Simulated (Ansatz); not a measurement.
# SiH₂O: geometry and frequencies at several levels

The task, for SiH₂O: geometry and frequencies at several levels.

Method: the levels named in each step, in Ansatz 0.2.0.

## Step 1: The starting structure

Bond lengths: O1–Si2 1.623 Å, O1–H3 0.959 Å, Si2–H4 1.496 Å. Angles: O1–Si2–H4 101.8°, Si2–O1–H3 128.0°.

Structure file:

```xyz
4

O    -0.9918   -0.2345    0.0044
Si    0.5684    0.2124    0.0121
H    -1.3551   -1.1097   -0.1427
H     1.2596   -1.0856   -0.2644
```

## Step 2: A rough first relaxation, PBE-D4/def2-SVP

This run stands in another session on the same molecule. It ended at:

```xyz
4

O    -1.0506   -0.2007    0.0124
Si    0.5729    0.2667    0.0220
H    -1.2508   -1.1415   -0.1529
H     1.2097   -1.1419   -0.2722
```

## Step 3: Relaxation, HF/STO-3G

input.yaml reads:

```yaml
crystal:
  periodic: [false, false, false]
  atoms:
    - { symbol: O, position_ang: [-1.05063448, -0.20072349, 0.01244687] }
    - { symbol: Si, position_ang: [0.57285342, 0.26671898, 0.02204262] }
    - { symbol: H, position_ang: [-1.2507958, -1.14145429, -0.15289154] }
    - { symbol: H, position_ang: [1.20965686, -1.1419212, -0.27222795] }
basis:
  gaussian: { orbitals: STO-3G }
hamiltonian:
  xc: hf
relax:
  f_tol: 0.002
  max_steps: 150
```

Command:

```sh
$ ansatz run input.yaml --threads 2 --pin off --max-ram 5120MiB --backend cpu --events-out ev --progress --plain --runs-dir out
```

Log, shortened:

```text
Warning: RAYON_NUM_THREADS=2 ignored (pool sized by the plan → 2); use --threads N
[...]
Functional definition: HF
[...]
209 factors; integrals over basis functions are off by at most 7.6e-6 eV
[...]
mean field -9811.01023332 eV, -360.5479759327 hartree, gradient 2.9e-5 eV, S^2 0.000000; 0 other end points of the search recorded, 0 dependent functions left out
[...]
reference -9811.01023332 eV, -360.5479759327 hartree; 12, 12 occupied and 4, 4 virtual orbitals, 209 factors
relax step   1: F+E_penalty+E_count = -9811.01023332 eV  Δ(F+E_penalty+E_count) = +0.000e0 eV  max|allowed force component| = 2.295e0 eV/Å  Δτ_max = 0.0000 Å  (27 SCF iters, accepted)
[...]
relax step   5: F+E_penalty+E_count = -9811.18899522 eV  Δ(F+E_penalty+E_count) = -2.058e-4 eV  max|allowed force component| = 1.450e-2 eV/Å  Δτ_max = 0.0026 Å  (25 SCF iters, accepted)
[...]
relax step   6: F+E_penalty+E_count = -9811.18899875 eV  Δ(F+E_penalty+E_count) = -3.528e-6 eV  max|allowed force component| = 1.820e-3 eV/Å  Δτ_max = 0.0007 Å  (25 SCF iters, accepted)
209 factors; integrals over basis functions are off by at most 9.8e-6 eV
mean field -9811.18899875 eV, -360.5545454414 hartree, gradient 1.8e-5 eV, S^2 0.000000; 1 other end points of the search recorded, 0 dependent functions left out
[...]
reference -9811.18899875 eV, -360.5545454414 hartree; 12, 12 occupied and 4, 4 virtual orbitals, 209 factors
Total energy: -9811.18899875 eV, -360.5545454414 hartree
Atom 0 at    -1.013266    -0.199629     0.011309 Å, force    -0.001079    -0.001688    -0.000448 eV/Å
Atom 1 at     0.576932     0.239722     0.016516 Å, force     0.000426    -0.000310     0.000051 eV/Å
Atom 2 at    -1.182539    -1.152636    -0.158608 Å, force     0.000637     0.001820     0.000450 eV/Å
Atom 3 at     1.099953    -1.104837    -0.259847 Å, force     0.000016     0.000178    -0.000053 eV/Å
Dipole moment:     0.099250    -0.198515    -0.041908 e Å
```

It took 2.4 s on 2 threads of Intel Xeon at 2.50GHz (Skylake/Cascade Lake), shared host; peak memory 0.094 GiB.

The steps of the relaxation:

```
step  E - E(step 1) (eV)  largest force component (eV/Å)
   1              0.0000                          2.2951
   2             -0.1454                          0.8597
   3             -0.1771                          0.3486
   4             -0.1786                          0.1156
   5             -0.1788                          0.0145
   6             -0.1788                          0.0018
```

Step 1 is the start.

Before: Bond lengths: O1–Si2 1.689 Å, O1–H3 0.976 Å, Si2–H4 1.574 Å. Angles: O1–Si2–H4 98.1°, Si2–O1–H3 117.7°.

After: Bond lengths: O1–Si2 1.650 Å, O1–H3 0.983 Å, Si2–H4 1.469 Å. Angles: O1–Si2–H4 95.7°, Si2–O1–H3 115.1°.

## Step 4: Frequencies, HF/STO-3G

input.yaml reads:

```yaml
crystal:
  periodic: [false, false, false]
  atoms:
    - { symbol: O, position_ang: [-1.01326619, -0.19962891, 0.01130887] }
    - { symbol: Si, position_ang: [0.57693248, 0.23972182, 0.01651637] }
    - { symbol: H, position_ang: [-1.1825388, -1.15263602, -0.15860805] }
    - { symbol: H, position_ang: [1.0999525, -1.10483689, -0.25984719] }
basis:
  gaussian: { orbitals: STO-3G }
hamiltonian:
  xc: hf
phonons: {}
```

Command:

```sh
$ ansatz run input.yaml --threads 2 --pin off --max-ram 5120MiB --backend cpu --events-out ev --progress --plain --runs-dir out
```

Log, shortened:

```text
Warning: RAYON_NUM_THREADS=2 ignored (pool sized by the plan → 2); use --threads N
[...]
Functional definition: HF
[...]
212 factors; integrals over basis functions are off by at most 1.1e-5 eV
[...]
mean field -9811.18901935 eV, -360.5545461983 hartree, gradient 2.0e-5 eV, S^2 0.000000; 0 other end points of the search recorded, 0 dependent functions left out
[...]
reference -9811.18901935 eV, -360.5545461983 hartree; 12, 12 occupied and 4, 4 virtual orbitals, 212 factors
[...]
212 factors; integrals over basis functions are off by at most 1.1e-5 eV
[...]
mean field -9811.18889667 eV, -360.5545416901 hartree, gradient 2.9e-6 eV, S^2 0.000000; 0 other end points of the search recorded, 0 dependent functions left out
[...]
reference -9811.18889667 eV, -360.5545416901 hartree; 12, 12 occupied and 4, 4 virtual orbitals, 212 factors
[...]
212 factors; integrals over basis functions are off by at most 1.1e-5 eV
[...]
reference -9811.18901519 eV, -360.5545460454 hartree; 12, 12 occupied and 4, 4 virtual orbitals, 212 factors
[...]
212 factors; integrals over basis functions are off by at most 1.1e-5 eV
mean field -9811.18901538 eV, -360.5545460525 hartree, gradient 2.9e-6 eV, S^2 0.000000; 0 other end points of the search recorded, 0 dependent functions left out
[...]
reference -9811.18901538 eV, -360.5545460525 hartree; 12, 12 occupied and 4, 4 virtual orbitals, 212 factors
Total energy: -9811.18901935 eV, -360.5545461983 hartree
Atom 0 at    -1.013266    -0.199629     0.011309 Å, force    -0.000941    -0.001706    -0.000458 eV/Å
Atom 1 at     0.576932     0.239722     0.016516 Å, force     0.000359    -0.000319     0.000052 eV/Å
Atom 2 at    -1.182539    -1.152636    -0.158608 Å, force     0.000613     0.001829     0.000453 eV/Å
Atom 3 at     1.099953    -1.104837    -0.259847 Å, force    -0.000031     0.000196    -0.000048 eV/Å
Dipole moment:     0.099250    -0.198514    -0.041907 e Å
Vibrations: 675.02 961.59 1118.75 1315.95 2664.11 4270.78 cm⁻¹, zero-point energy 0.682297 eV
```

It took 5 s on 2 threads of Intel Xeon at 2.50GHz (Skylake/Cascade Lake), shared host; peak memory 0.075 GiB.

Harmonic frequencies (cm⁻¹; negative: imaginary): 675, 962, 1119, 1316, 2664, 4271.

## Step 5: Relaxation, HF/6-31G*

input.yaml reads:

```yaml
crystal:
  periodic: [false, false, false]
  atoms:
    - { symbol: O, position_ang: [-1.05063448, -0.20072349, 0.01244687] }
    - { symbol: Si, position_ang: [0.57285342, 0.26671898, 0.02204262] }
    - { symbol: H, position_ang: [-1.2507958, -1.14145429, -0.15289154] }
    - { symbol: H, position_ang: [1.20965686, -1.1419212, -0.27222795] }
basis:
  gaussian: { orbitals: "6-31G*" }
hamiltonian:
  xc: hf
relax:
  f_tol: 0.002
  max_steps: 150
```

Command:

```sh
$ ansatz run input.yaml --threads 2 --pin off --max-ram 5120MiB --backend cpu --events-out ev --progress --plain --runs-dir out
```

Log, shortened:

```text
Warning: RAYON_NUM_THREADS=2 ignored (pool sized by the plan → 2); use --threads N
[...]
Functional definition: HF
[...]
379 factors; integrals over basis functions are off by at most 5.2e-4 eV
[...]
mean field -9929.95812193 eV, -364.9192302135 hartree, gradient 1.5e-5 eV, S^2 0.000000; 0 other end points of the search recorded, 0 dependent functions left out
[...]
reference -9929.95812193 eV, -364.9192302135 hartree; 12, 12 occupied and 26, 26 virtual orbitals, 379 factors
relax step   1: F+E_penalty+E_count = -9929.95812193 eV  Δ(F+E_penalty+E_count) = +0.000e0 eV  max|allowed force component| = 1.467e0 eV/Å  Δτ_max = 0.0000 Å  (26 SCF iters, accepted)
[...]
relax step   6: F+E_penalty+E_count = -9930.02489705 eV  Δ(F+E_penalty+E_count) = -1.167e-4 eV  max|allowed force component| = 2.154e-3 eV/Å  Δτ_max = 0.0066 Å  (25 SCF iters, accepted)
[...]
relax step   7: F+E_penalty+E_count = -9930.02489749 eV  Δ(F+E_penalty+E_count) = -4.401e-7 eV  max|allowed force component| = 7.400e-5 eV/Å  Δτ_max = 0.0003 Å  (14 SCF iters, accepted)
379 factors; integrals over basis functions are off by at most 4.7e-4 eV
mean field -9930.02489749 eV, -364.9216841702 hartree, gradient 2.8e-5 eV, S^2 0.000000; 1 other end points of the search recorded, 0 dependent functions left out
[...]
reference -9930.02489749 eV, -364.9216841702 hartree; 12, 12 occupied and 26, 26 virtual orbitals, 379 factors
Total energy: -9930.02489749 eV, -364.9216841702 hartree
Atom 0 at    -1.019802    -0.218584     0.007944 Å, force     0.000034    -0.000071    -0.000016 eV/Å
Atom 1 at     0.561375     0.244689     0.018111 Å, force    -0.000000    -0.000073    -0.000011 eV/Å
Atom 2 at    -1.247190    -1.124514    -0.150146 Å, force     0.000027     0.000070     0.000012 eV/Å
Atom 3 at     1.186697    -1.118970    -0.266538 Å, force    -0.000061     0.000074     0.000015 eV/Å
Dipole moment:     0.000262    -0.398231    -0.074329 e Å
```

Wall time 5 s (2 threads of Intel Xeon at 2.50GHz (Skylake/Cascade Lake), shared host); peak memory 0.099 GiB.

Step by step:

```
step  E - E(step 1) (eV)  largest force component (eV/Å)
   1              0.0000                          1.4670
   2             -0.0570                          0.6146
   3             -0.0653                          0.1809
   4             -0.0660                          0.0599
   5             -0.0667                          0.0277
   6             -0.0668                          0.0022
   7             -0.0668                          0.0001
```

Step 1 is the start.

Before: Bond lengths: O1–Si2 1.689 Å, O1–H3 0.976 Å, Si2–H4 1.574 Å. Angles: O1–Si2–H4 98.1°, Si2–O1–H3 117.7°.

After: Bond lengths: O1–Si2 1.648 Å, O1–H3 0.947 Å, Si2–H4 1.527 Å. Angles: O1–Si2–H4 98.1°, Si2–O1–H3 120.0°.

## Step 6: Frequencies, HF/6-31G*

input.yaml reads:

```yaml
crystal:
  periodic: [false, false, false]
  atoms:
    - { symbol: O, position_ang: [-1.01980247, -0.21858385, 0.00794354] }
    - { symbol: Si, position_ang: [0.56137549, 0.24468863, 0.01811052] }
    - { symbol: H, position_ang: [-1.24719031, -1.12451443, -0.15014628] }
    - { symbol: H, position_ang: [1.18669729, -1.11897035, -0.26653778] }
basis:
  gaussian: { orbitals: "6-31G*" }
hamiltonian:
  xc: hf
phonons: {}
```

Command:

```sh
$ ansatz run input.yaml --threads 2 --pin off --max-ram 5120MiB --backend cpu --events-out ev --progress --plain --runs-dir out
```

Log, shortened:

```text
Warning: RAYON_NUM_THREADS=2 ignored (pool sized by the plan → 2); use --threads N
[...]
Functional definition: HF
[...]
381 factors; integrals over basis functions are off by at most 4.8e-4 eV
[...]
mean field -9930.02489824 eV, -364.9216841977 hartree, gradient 1.1e-5 eV, S^2 0.000000; 0 other end points of the search recorded, 0 dependent functions left out
[...]
reference -9930.02489824 eV, -364.9216841977 hartree; 12, 12 occupied and 26, 26 virtual orbitals, 381 factors
[...]
381 factors; integrals over basis functions are off by at most 4.8e-4 eV
[...]
mean field -9930.02470499 eV, -364.9216770958 hartree, gradient 1.9e-6 eV, S^2 0.000000; 0 other end points of the search recorded, 0 dependent functions left out
[...]
reference -9930.02470499 eV, -364.9216770958 hartree; 12, 12 occupied and 26, 26 virtual orbitals, 381 factors
[...]
381 factors; integrals over basis functions are off by at most 4.8e-4 eV
[...]
reference -9930.02488916 eV, -364.9216838639 hartree; 12, 12 occupied and 26, 26 virtual orbitals, 381 factors
[...]
381 factors; integrals over basis functions are off by at most 4.8e-4 eV
mean field -9930.02488940 eV, -364.9216838728 hartree, gradient 1.6e-6 eV, S^2 0.000000; 0 other end points of the search recorded, 0 dependent functions left out
[...]
reference -9930.02488940 eV, -364.9216838728 hartree; 12, 12 occupied and 26, 26 virtual orbitals, 381 factors
Total energy: -9930.02489824 eV, -364.9216841977 hartree
Atom 0 at    -1.019802    -0.218584     0.007944 Å, force     0.000036    -0.000074    -0.000016 eV/Å
Atom 1 at     0.561375     0.244689     0.018111 Å, force    -0.000001    -0.000068    -0.000013 eV/Å
Atom 2 at    -1.247190    -1.124514    -0.150146 Å, force     0.000028     0.000072     0.000012 eV/Å
Atom 3 at     1.186697    -1.118970    -0.266538 Å, force    -0.000063     0.000071     0.000016 eV/Å
Dipole moment:     0.000262    -0.398231    -0.074328 e Å
Vibrations: 661.41 826.86 921.63 1068.53 2103.53 4125.71 cm⁻¹, zero-point energy 0.601798 eV
```

Wall time 7.1 s (2 threads of Intel Xeon at 2.50GHz (Skylake/Cascade Lake), shared host); peak memory 0.083 GiB.

Harmonic frequencies (cm⁻¹; negative: imaginary): 661, 827, 922, 1069, 2104, 4126.

## Step 7: Relaxation, LDA/def2-SVP

input.yaml reads:

```yaml
crystal:
  periodic: [false, false, false]
  atoms:
    - { symbol: O, position_ang: [-1.05063448, -0.20072349, 0.01244687] }
    - { symbol: Si, position_ang: [0.57285342, 0.26671898, 0.02204262] }
    - { symbol: H, position_ang: [-1.2507958, -1.14145429, -0.15289154] }
    - { symbol: H, position_ang: [1.20965686, -1.1419212, -0.27222795] }
basis:
  gaussian: { orbitals: def2-SVP }
hamiltonian:
  xc: lda
relax:
  f_tol: 0.002
  max_steps: 150
```

Command:

```sh
$ ansatz run input.yaml --threads 2 --pin off --max-ram 5120MiB --backend cpu --events-out ev --progress --plain --runs-dir out
```

Log, shortened:

```text
Warning: RAYON_NUM_THREADS=2 ignored (pool sized by the plan → 2); use --threads N
[...]
Functional definition: SPW92
[...]
455 factors; their error is unknown
[...]
mean field -9905.77188346 eV, -364.0304023438 hartree, gradient 1.5e-5 eV, S^2 0.000000; 0 other end points of the search recorded, 0 dependent functions left out
[...]
reference -9905.77190901 eV, -364.0304032828 hartree; 12, 12 occupied and 30, 30 virtual orbitals, 455 factors
relax step   1: F+E_penalty+E_count = -9905.77188346 eV  Δ(F+E_penalty+E_count) = +0.000e0 eV  max|allowed force component| = 5.578e-1 eV/Å  Δτ_max = 0.0000 Å  (25 SCF iters, accepted)
[...]
relax step   5: F+E_penalty+E_count = -9905.77845813 eV  Δ(F+E_penalty+E_count) = -7.010e-5 eV  max|allowed force component| = 1.121e-2 eV/Å  Δτ_max = 0.0038 Å  (21 SCF iters, accepted)
[...]
relax step   6: F+E_penalty+E_count = -9905.77847449 eV  Δ(F+E_penalty+E_count) = -1.636e-5 eV  max|allowed force component| = 5.948e-4 eV/Å  Δτ_max = 0.0026 Å  (21 SCF iters, accepted)
455 factors; their error is unknown
[...]
mean field -9905.77847449 eV, -364.0306445598 hartree, gradient 1.5e-5 eV, S^2 0.000000; 1 other end points of the search recorded, 0 dependent functions left out
[...]
reference -9905.77850003 eV, -364.0306454983 hartree; 12, 12 occupied and 30, 30 virtual orbitals, 455 factors
Total energy: -9905.77850003 eV, -364.0306454983 hartree
Atom 0 at    -1.036459    -0.201431     0.011953 Å, force     0.000165    -0.000001    -0.000066 eV/Å
Atom 1 at     0.564469     0.271067     0.022864 Å, force     0.000265    -0.000507    -0.000069 eV/Å
Atom 2 at    -1.237934    -1.142254    -0.153907 Å, force    -0.000242    -0.000086     0.000039 eV/Å
Atom 3 at     1.191004    -1.144762    -0.271541 Å, force    -0.000189     0.000595     0.000096 eV/Å
Dipole moment:    -0.090737    -0.356012    -0.062065 e Å
```

Run time: 4.2 s. Hardware: 2 threads of Intel Xeon at 2.50GHz (Skylake/Cascade Lake), shared host; peak memory 0.1 GiB.

Step by step:

| step | E - E(step 1) (eV) | largest force component (eV/Å) |
| --- | --- | --- |
| 1 | 0.0000 | 0.5578 |
| 2 | -0.0045 | 0.3129 |
| 3 | -0.0061 | 0.1269 |
| 4 | -0.0065 | 0.0143 |
| 5 | -0.0066 | 0.0112 |
| 6 | -0.0066 | 0.0006 |

Step 1 is the start.

Before: Bond lengths: O1–Si2 1.689 Å, O1–H3 0.976 Å, Si2–H4 1.574 Å. Angles: O1–Si2–H4 98.1°, Si2–O1–H3 117.7°.

After: Bond lengths: O1–Si2 1.669 Å, O1–H3 0.976 Å, Si2–H4 1.576 Å. Angles: O1–Si2–H4 97.2°, Si2–O1–H3 118.2°.

## Step 8: Frequencies, LDA/def2-SVP

input.yaml reads:

```yaml
crystal:
  periodic: [false, false, false]
  atoms:
    - { symbol: O, position_ang: [-1.03645919, -0.20143134, 0.01195347] }
    - { symbol: Si, position_ang: [0.56446891, 0.271067, 0.02286375] }
    - { symbol: H, position_ang: [-1.23793416, -1.14225359, -0.15390666] }
    - { symbol: H, position_ang: [1.19100444, -1.14476207, -0.27154057] }
basis:
  gaussian: { orbitals: def2-SVP }
hamiltonian:
  xc: lda
phonons: {}
```

Command:

```sh
$ ansatz run input.yaml --threads 2 --pin off --max-ram 5120MiB --backend cpu --events-out ev --progress --plain --runs-dir out
```

Log, shortened:

```text
Warning: RAYON_NUM_THREADS=2 ignored (pool sized by the plan → 2); use --threads N
[...]
Functional definition: SPW92
[...]
455 factors; their error is unknown
[...]
mean field -9905.77847485 eV, -364.0306445729 hartree, gradient 1.6e-5 eV, S^2 0.000000; 0 other end points of the search recorded, 0 dependent functions left out
[...]
reference -9905.77850039 eV, -364.0306455116 hartree; 12, 12 occupied and 30, 30 virtual orbitals, 455 factors
[...]
455 factors; their error is unknown
mean field -9905.77838447 eV, -364.0306412516 hartree, gradient 7.4e-7 eV, S^2 0.000000; 0 other end points of the search recorded, 0 dependent functions left out
[...]
reference -9905.77841003 eV, -364.0306421909 hartree; 12, 12 occupied and 30, 30 virtual orbitals, 455 factors
[...]
455 factors; their error is unknown
[...]
reference -9905.77849832 eV, -364.0306454353 hartree; 12, 12 occupied and 30, 30 virtual orbitals, 455 factors
[...]
455 factors; their error is unknown
[...]
mean field -9905.77847227 eV, -364.0306444782 hartree, gradient 2.6e-6 eV, S^2 0.000000; 0 other end points of the search recorded, 0 dependent functions left out
[...]
reference -9905.77849782 eV, -364.0306454170 hartree; 12, 12 occupied and 30, 30 virtual orbitals, 455 factors
Total energy: -9905.77850039 eV, -364.0306455116 hartree
Atom 0 at    -1.036459    -0.201431     0.011953 Å, force     0.000160     0.000007    -0.000065 eV/Å
Atom 1 at     0.564469     0.271067     0.022864 Å, force     0.000259    -0.000516    -0.000069 eV/Å
Atom 2 at    -1.237934    -1.142254    -0.153907 Å, force    -0.000238    -0.000086     0.000038 eV/Å
Atom 3 at     1.191004    -1.144762    -0.271541 Å, force    -0.000181     0.000595     0.000096 eV/Å
Dipole moment:    -0.090737    -0.356011    -0.062065 e Å
Vibrations: 652.57 654.12 855.17 921.83 1836.85 3731.60 cm⁻¹, zero-point energy 0.536364 eV
```

Wall time 8.5 s (2 threads of Intel Xeon at 2.50GHz (Skylake/Cascade Lake), shared host); peak memory 0.094 GiB.

Harmonic frequencies (cm⁻¹; negative: imaginary): 653, 654, 855, 922, 1837, 3732.

## Step 9: Relaxation, PBE-D4/def2-SVP

input.yaml reads:

```yaml
crystal:
  periodic: [false, false, false]
  atoms:
    - { symbol: O, position_ang: [-1.05063448, -0.20072349, 0.01244687] }
    - { symbol: Si, position_ang: [0.57285342, 0.26671898, 0.02204262] }
    - { symbol: H, position_ang: [-1.2507958, -1.14145429, -0.15289154] }
    - { symbol: H, position_ang: [1.20965686, -1.1419212, -0.27222795] }
basis:
  gaussian: { orbitals: def2-SVP }
hamiltonian:
  xc: pbe
  dispersion: d4
relax:
  f_tol: 0.002
  max_steps: 150
```

Command:

```sh
$ ansatz run input.yaml --threads 2 --pin off --max-ram 5120MiB --backend cpu --events-out ev --progress --plain --runs-dir out
```

Log, shortened:

```text
Warning: RAYON_NUM_THREADS=2 ignored (pool sized by the plan → 2); use --threads N
[...]
Functional definition: PBE
[...]
455 factors; their error is unknown
[...]
mean field -9946.15718944 eV, -365.5145349645 hartree, gradient 1.3e-5 eV, S^2 0.000000; 0 other end points of the search recorded, 0 dependent functions left out
[...]
reference -9946.15721647 eV, -365.5145359578 hartree; 12, 12 occupied and 30, 30 virtual orbitals, 455 factors
relax step   1: F+E_penalty+E_count = -9946.20088454 eV  Δ(F+E_penalty+E_count) = +0.000e0 eV  max|allowed force component| = 1.997e-2 eV/Å  Δτ_max = 0.0000 Å  (25 SCF iters, accepted)
[...]
relax step   6: F+E_penalty+E_count = -9946.20107879 eV  Δ(F+E_penalty+E_count) = -1.443e-5 eV  max|allowed force component| = 4.785e-3 eV/Å  Δτ_max = 0.0023 Å  (21 SCF iters, accepted)
[...]
relax step   7: F+E_penalty+E_count = -9946.20107930 eV  Δ(F+E_penalty+E_count) = -5.069e-7 eV  max|allowed force component| = 9.503e-5 eV/Å  Δτ_max = 0.0001 Å  (16 SCF iters, accepted)
455 factors; their error is unknown
[...]
mean field -9946.15736943 eV, -365.5145415791 hartree, gradient 1.0e-5 eV, S^2 0.000000; 1 other end points of the search recorded, 0 dependent functions left out
[...]
reference -9946.15739640 eV, -365.5145425701 hartree; 12, 12 occupied and 30, 30 virtual orbitals, 455 factors
Total energy: -9946.20110626 eV, -365.5161488780 hartree
Atom 0 at    -1.051363    -0.199840     0.013046 Å, force    -0.000064    -0.000083    -0.000014 eV/Å
Atom 1 at     0.572424     0.268671     0.022155 Å, force    -0.000009     0.000095     0.000019 eV/Å
Atom 2 at    -1.240332    -1.142231    -0.153837 Å, force     0.000029     0.000083     0.000015 eV/Å
Atom 3 at     1.200351    -1.143979    -0.271994 Å, force     0.000044    -0.000094    -0.000020 eV/Å
Dipole moment:    -0.070073    -0.339495    -0.060023 e Å
```

Run time: 5.9 s. Hardware: 2 threads of Intel Xeon at 2.50GHz (Skylake/Cascade Lake), shared host; peak memory 0.11 GiB.

The steps of the relaxation:

| step | energy from step 1 (eV) | largest force component (eV/Å) |
| --- | --- | --- |
| 1 | 0.0000 | 0.0200 |
| 2 | -0.0001 | 0.0295 |
| 3 | -0.0001 | 0.0225 |
| 4 | -0.0001 | 0.0172 |
| 5 | -0.0002 | 0.0110 |
| 6 | -0.0002 | 0.0048 |
| 7 | -0.0002 | 0.0001 |

Step 1 is the start.

Before: Bond lengths: O1–Si2 1.689 Å, O1–H3 0.976 Å, Si2–H4 1.574 Å. Angles: O1–Si2–H4 98.1°, Si2–O1–H3 117.7°.

After: Bond lengths: O1–Si2 1.690 Å, O1–H3 0.976 Å, Si2–H4 1.574 Å. Angles: O1–Si2–H4 97.7°, Si2–O1–H3 117.1°.

(Part 1 of 2 ends here.)
